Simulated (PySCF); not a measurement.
## Ionisation energy of O by level of theory

O [He] 2s2 2p4 (3P) → O⁺ [He] 2s2 2p3 (4S), as a difference of total energies. All numbers are calculated (PySCF 2.14, scalar relativity by spin-free X2C-1e, in x2c-SVPall (3s2p1d, 14 functions)). Correlated levels: valence: 1s2 frozen. The calculations carry no spin-orbit coupling.

| method | ionisation energy (eV) |
| --- | --- |
| UHF | 12.072 |
| LDA | 13.829 |
| PBE | 13.884 |
| MP2 (valence) | 12.953 |
| SCS-MP2 (valence) | 12.975 |
| CCSD (valence) | 12.961 |
| CCSD(T) (valence) | 12.969 |

Errors of the correlated levels include the incompleteness of this basis and the frozen core.

**Question.** Which method comes closest to the reference value, and which is furthest?

**Answer.** The reference is 13.608 eV (measured; NIST levels, between the centres of gravity of the two terms). Closest: LDA (error 0.221 eV); furthest: UHF (error -1.536 eV).
